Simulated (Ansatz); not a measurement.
Input file:

```yaml
crystal:
  periodic: [false, false, false]
  atoms:
    - {symbol: H, position_ang: [-2.600450, 0.000000, -0.000001]}
    - {symbol: H, position_ang: [-1.699450, 0.000000, -0.000001]}
    - {symbol: Ge, position_ang: [0.038550, 0.000000, 0.000000]}
    - {symbol: H, position_ang: [0.507219, -1.465915, 0.000000]}
    - {symbol: H, position_ang: [0.507219, 0.732957, -1.269519]}
    - {symbol: H, position_ang: [0.507219, 0.732957, 1.269520]}
basis:
  gaussian: {orbitals: cc-pVDZ}
magnetization: {spin_polarized: true, initial_magnetization: 1}
correlation: {method: ccsd_t, electrons: outside_noble_gas}
output: {forces: true}
```

```sh
$ ansatz run in.yaml --threads 1 --pin off --events-out ev --progress --plain --max-ram 2393MiB
```

The program prints:

```
541 factors; integrals over basis functions are off by at most 9.4e-4 eV
mean field evaluation 1: about -56547.9298 eV, gradient 7.4e0 eV
mean field evaluation 2: about -56547.9351 eV, gradient 7.5e0 eV
mean field evaluation 4: about -56548.6406 eV, gradient 9.5e-1 eV
mean field evaluation 8: about -56548.6597 eV, gradient 3.3e-3 eV
mean field evaluation 16: about -56548.6518 eV, gradient 5.3e-2 eV
mean field -56548.65966079 eV, -2078.1249124758 hartree, gradient 4.7e-6 eV, S^2 0.775860; 0 other end points of the search recorded, 0 dependent functions left out
14 core orbitals not correlated: weight in the atoms' cores, before any rotation towards them, 0.999 or more for the frozen orbitals, at most 0.000 for the correlated occupied ones
reference -56548.65966079 eV, -2078.1249124758 hartree; 5, 4 occupied and 33, 34 virtual orbitals, 541 factors
second order -3.36338680 eV of doubles, -0.00000000 eV of singles
cycle   1  -4.02397889 eV  change   -6.6e-1 eV  update   6.1e-2
cycle   2  -4.28395650 eV  change   -2.6e-1 eV  update   2.4e-2
cycle   3  -4.29860308 eV  change   -1.5e-2 eV  update   7.6e-3
cycle   4  -4.29958355 eV  change   -9.8e-4 eV  update   2.5e-3
cycle   5  -4.29968143 eV  change   -9.8e-5 eV  update   9.7e-4
cycle   6  -4.29980729 eV  change   -1.3e-4 eV  update   3.4e-4
cycle   7  -4.29995767 eV  change   -1.5e-4 eV  update   1.0e-4
cycle   8  -4.29992671 eV  change    3.1e-5 eV  update   3.2e-5
cycle   9  -4.29990835 eV  change    1.8e-5 eV  update   1.0e-5
cycle  10  -4.29991173 eV  change   -3.4e-6 eV  update   2.6e-6
perturbative correction -0.07805869 eV, -0.0028686039 hartree
the calculation of the forces begins
Total energy: -56553.03763120 eV, -2078.2857999211 hartree
Atom 0 at    -2.600450     0.000000    -0.000001 Å, force     0.057681    -0.000000     0.000000 eV/Å
Atom 1 at    -1.699450     0.000000    -0.000001 Å, force    -1.430233     0.000000    -0.000001 eV/Å
Atom 2 at     0.038550     0.000000     0.000000 Å, force     1.091191    -0.000007     0.000000 eV/Å
Atom 3 at     0.507219    -1.465915     0.000000 Å, force     0.093786    -0.097855     0.000000 eV/Å
Atom 4 at     0.507219     0.732957    -1.269519 Å, force     0.093788     0.048931    -0.084749 eV/Å
Atom 5 at     0.507219     0.732957     1.269520 Å, force     0.093788     0.048931     0.084749 eV/Å
Dipole moment:     0.030738     0.000000     0.000000 e Å
```

Forces (eV/Å):
```
H    0.058  0.000  0.000
H   -1.430  0.000  0.000
Ge   1.091  0.000  0.000
H    0.094 -0.098  0.000
H    0.094  0.049 -0.085
H    0.094  0.049  0.085
```

For the same geometry and basis UCCSDT(Q) lies 22.0 meV lower.

Ran on 1 thread of Intel Xeon Platinum 8259CL, shared host: 3.8 s wall, 0.19 GiB peak host memory.
